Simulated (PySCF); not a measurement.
## SiS⁺: from constants to spectrum

UHF-CCSD(T) constants of SiS⁺, ²Π (doublet), unpaired electrons π ↑ (Si def2-TZVPPD, S def2-TZVPPD; no relativity (PySCF 2.14); masses 27.9769 and 31.9721 u):

| Item | Value |
| --- | --- |
| ωe | 593.4 cm⁻¹ |
| ωexe | 2.27 cm⁻¹ |
| Be | 0.26157 cm⁻¹ |
| αe | 0.00143 cm⁻¹ |
| D (centrifugal) | 2.03e-07 cm⁻¹ |
| De to Si⁺ + S | 3.85 eV |

Q: Give the vibrational terms G(v) and spacings up to v = 6.

A: G(v) = ωe(v+½) − ωexe(v+½)².

```tsv
v	G(v) (cm⁻¹)	G(v) − G(v−1)	Bv (cm⁻¹)
0	296.1		0.2609
1	885.0	588.9	0.2594
2	1469.3	584.3	0.2580
3	2049.1	579.8	0.2566
4	2624.3	575.2	0.2551
5	3195.0	570.7	0.2537
6	3761.2	566.2	0.2523
```

Q: How well does the Morse estimate ωe²/(4ωexe) reproduce De, and what is D0?

A: It gives 4.81 eV, 125 % of the computed De. D0 = De − G(0) = 3.85 − 0.04 = 3.81 eV.

Correlated steps freeze 10 core orbitals. For an ion De counts to the pair picked by the measured ionisation energies or electron affinities, which need not be the lowest pair at this level. The state is the lowest determinant that a PBE0 search found; another state may lie lower at other levels.
